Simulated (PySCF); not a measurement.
A PySCF script (with the pyscf-properties extension) for the NMR shieldings of SMILES BCl, BClH2, on a PBE0-D3(BJ)/def2-SVP geometry:

```python
import basis_set_exchange as bse
import numpy as np
from pyscf import gto, dft
from pyscf.prop import nmr

atoms = """
B    -0.120638   -0.010829   -0.206433
Cl    1.577540   -0.119527   -0.560749
H    -0.735448    0.923489   -0.649960
H    -0.617694   -0.874024    0.469321
"""
names = dict.fromkeys(["B", "Cl", "H"], "pcSseg-1")
basis = {el: gto.basis.parse(bse.get_basis(n, elements=[el], fmt="nwchem")) for el, n in names.items()}
mol = gto.M(atom=atoms, basis=basis, charge=0, verbose=0)
mf = dft.RKS(mol, xc="PBE0")
mf.grids.level = 2
mf.grids.alignment = dft.numint.BLKSIZE   # the property module wants whole blocks of grid points
mf.conv_tol = 1e-9
mf.kernel()

calc = nmr.RKS(mf)   # GIAO
C = mf.mo_coeff
Co = C[:, mf.mo_occ > 0]
resp = mf.gen_response(singlet=True, hermi=2)
def vind(x):   # induced exchange potential for any number of trial vectors
    d = np.einsum("pi,xij,qj->xpq", C, 2 * x.reshape(-1, C.shape[1], Co.shape[1]), Co, optimize=True)
    return np.einsum("xpq,pi,qj->xij", resp(d - d.transpose(0, 2, 1)), C, Co, optimize=True).ravel()
mo1, _ = nmr.rhf.solve_mo1(calc, with_cphf=vind)
sigma = calc.kernel(mo1)
for i, s in enumerate(sigma):   # ppm
    w = np.linalg.eigvalsh((s + s.T) / 2)
    print("%2d %-2s iso %8.1f  s11 %8.1f  s22 %8.1f  s33 %8.1f" % (i, mol.atom_pure_symbol(i), w.mean(), *w))
```

**Question.** Give the expected output.

**Answer.** 
```
 0 B  iso     24.0  s11    -35.1  s22     -6.6  s33    113.7
 1 Cl iso    591.7  s11    188.7  s22    454.8  s33   1131.6
 2 H  iso     24.2  s11     20.9  s22     25.0  s33     26.8
 3 H  iso     24.2  s11     20.9  s22     25.0  s33     26.7
```

These numbers come from an equivalent density-fitted implementation of the same equations, which agrees with the script to about 0.01 ppm for H and up to a few tenths of a ppm for heavy atoms, so last digits may differ.

**Question.** Turn these shieldings into chemical shifts. Scale: ¹¹B (100.73 ppm) against BF3·OEt2; ³⁵Cl (943.27 ppm) vs HCl; TMS for ¹H (31.27 ppm) (reference shieldings calculated alike).

**Answer.** Averaging equivalent atoms: B 0: 76.7; Cl 1: 352; H 2/3: 7.05 ppm. 

Size and cost of the density-fitted run: 51 basis functions, 1.4 s wall time on 1 thread of an Arm Neoverse V2, shared host; peak memory 0.26 GiB.
